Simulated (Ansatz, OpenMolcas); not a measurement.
# O2F (SMILES [O]OF): from total energies to a heat of formation

The species is O2F (3 atoms), meant as a doublet with charge 0. SMILES: `[O]OF`. The shape is that of a PBE0-D4/def2-TZVP optimisation.

```xyz
3

O     0.9334   -0.2954    0.4822
O     0.1333    0.4979    0.1279
F    -1.0667   -0.2024   -0.6102
```

Total energies at UPBE0/def2-TZVPPD (OpenMolcas 26.06); the atoms run unrestricted:

```tsv
species	state	energy (Eh)
O2F	doublet	-249.928973
O	triplet	-75.019249
F	doublet	-99.677029
```

Harmonic wavenumbers at UPBE0-D4/def2-TZVP, in cm⁻¹: 389, 633, 1585.

Measured heats of formation of the gaseous atoms at 298.15 K, in kJ/mol: O 249.2, F 79.4. Spin-orbit lowering of the atoms at 298 K (mean of the ground term's levels less their thermal mean, from spectra), in kJ/mol: O 0.40, F 1.29. Take 1 Eh = 2625.50 kJ/mol, 1 cm⁻¹ = 0.0119627 kJ/mol, RT = 2.479 kJ/mol.

Question: What heat of formation follows?

Answer: 
1. Electronic atomisation energy: 2 × (-75.019249) + (-99.677029) − (-249.928973) = 0.213446 Eh = 560.4 kJ/mol.
2. Zero-point energy: half the sum of the wavenumbers, 1303.5 cm⁻¹ = 15.6 kJ/mol.
3. Thermal vibrational enthalpy, Σ hcν̃/(exp(hcν̃/kT) − 1): 1.2 kJ/mol. Translation, rotation and pV of a non-linear molecule: 4 RT = 9.9 kJ/mol.
4. The 3 free atoms carry 5/2 RT each: 18.6 kJ/mol.
5. Spin-orbit coupling lowers the free atoms by 2 × 0.40 + 1.29 = 2.1 kJ/mol.
6. Atomisation enthalpy at 298 K: 560.4 − 2.1 − 15.6 − 1.2 − 9.9 + 18.6 = 550.2 kJ/mol.
7. Sum of the atoms' heats of formation: 577.8 kJ/mol. Heat of formation: 577.8 − 550.2 = +27.6 kJ/mol.

No measured value is set beside it here. Anharmonicity and any spin-orbit splitting of the molecule are left out.
